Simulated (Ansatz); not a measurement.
# Hg₃O₂SO₄ (P3₁21, No. 152; cell taken from a computed entry)

Calculation: r²SCAN+SOC (Ansatz, a first-principles code, PAW).

Numerical settings: plane-wave cutoff 560 eV, 6×6×4 k mesh (along the axes of the cell as run), Fermi–Dirac smearing 0.01 eV, PAW data made under PBE.

Cell (relaxed with PBEsol):

Hg₃O₆S is taken in the trigonal space group P3₁21 (No. 152), Pearson symbol hP30. Cell: a = b = 7.0438 Å, c = 10.2760 Å, α = β = 90.00°, γ = 120.00°. Hg1 on 6c sees 2 O at 2.099–2.110 Å (linear). Hg2 on 3a sees 2 O at 2.062 Å (linear). S on 3a is coordinated by 4 O at 1.487–1.502 Å (tetrahedral). O1 on 6c is coordinated by 1 S at 1.502 Å. O2 on 6c sees 3 Hg at 2.062–2.110 Å. O3 on 6c is surrounded by 1 S at 1.487 Å. (Neighbours: up to the widest gap in distance over summed covalent radii, below 1.35, at either atom; cation-cation and far metal-metal contacts left out.)

| Item | Value |
|---|---|
| band gap | 1.06 eV (on the SCF k mesh) |

Note: cell and atoms aren't relaxed at this level (largest force component 0.43 eV/Å, pressure -0.4 GPa).

Static lattice: no zero-point or thermal effects.
